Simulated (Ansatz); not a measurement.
in.yaml

```yaml
crystal:
  periodic: [false, false, false]
  atoms:
    - {symbol: B, position_ang: [0.000000, 0.000000, 1.366185]}
    - {symbol: B, position_ang: [0.000000, 0.000000, -3.909815]}
    - {symbol: H, position_ang: [0.000000, 0.000000, 2.543629]}
basis:
  gaussian: {orbitals: cc-pVDZ}
magnetization: {spin_polarized: false, initial_magnetization: 1}
correlation: {method: fic_mrcisd_q, electrons: outside_noble_gas, active_space: {window: {electrons: 7, orbitals: 9}, shells: [{species: B, l: s, shell: 2}, {species: B, l: p, shell: 2}, {species: H, l: s, shell: 1}]}}
```

```sh
$ ansatz run in.yaml --threads 1 --pin off --events-out ev --progress --plain --max-ram 4096MiB --backend cpu
```

Task: Roughly how long does this take on 1 thread of AMD EPYC 7R13, shared host, and how much host memory?

Result: 4 s wall and 0.37 GiB.

```
548 factors; integrals over basis functions are off by at most 1.4e-7 eV
mean field evaluation 1: about -1344.0444 eV, gradient 1.3e1 eV
mean field evaluation 2: about -1344.0446 eV, gradient 1.3e1 eV
mean field evaluation 4: about -1350.7016 eV, gradient 7.2e0 eV
mean field evaluation 8: about -1351.0720 eV, gradient 2.2e-1 eV
mean field evaluation 16: about -1345.9780 eV, gradient 5.3e0 eV
mean field evaluation 32: about -1350.3249 eV, gradient 6.1e0 eV
mean field evaluation 64: about -1351.0692 eV, gradient 1.3e-1 eV
mean field evaluation 96: about -1351.0356 eV, gradient 1.1e-4 eV
mean field -1351.07220785 eV, -49.6509878490 hartree, gradient 1.7e-6 eV, S^2 0.750000; 9 other end points of the search recorded, 0 dependent functions left out
reference -1351.07220785 eV, -49.6509878490 hartree; 6, 5 occupied and 27, 28 virtual orbitals, 548 factors
state -1353.40761444 eV, -49.7368124582 hartree
contracted CI cycle   1: correlation 0.00000000 eV, 0.0000000000 hartree, residual 9.07e0 eV
contracted CI cycle   2: correlation -1.66530394 eV, -0.0611987909 hartree, residual 1.93e0 eV
contracted CI cycle   3: correlation -1.73378790 eV, -0.0637155300 hartree, residual 3.97e-1 eV
contracted CI cycle   4: correlation -1.73645731 eV, -0.0638136292 hartree, residual 9.22e-2 eV
contracted CI cycle   5: correlation -1.73660332 eV, -0.0638189949 hartree, residual 2.05e-2 eV
contracted CI cycle   6: correlation -1.73661010 eV, -0.0638192439 hartree, residual 5.22e-3 eV
contracted CI cycle   7: correlation -1.73661052 eV, -0.0638192594 hartree, residual 1.25e-3 eV
state -1353.40761444 eV, -49.7368124582 hartree; corrected -1355.21751768 eV, -49.8033251754 hartree
Total energy: -1355.21751768 eV, -49.8033251754 hartree
Checks for a lower state left out: starts, orbital_swaps
```

Natural occupations: 1.9846 1.8913 1.8513 1.0000 0.0741 0.0740 0.0546 0.0541 0.0160.

For the same geometry and basis full CI lies 4.5 meV higher.
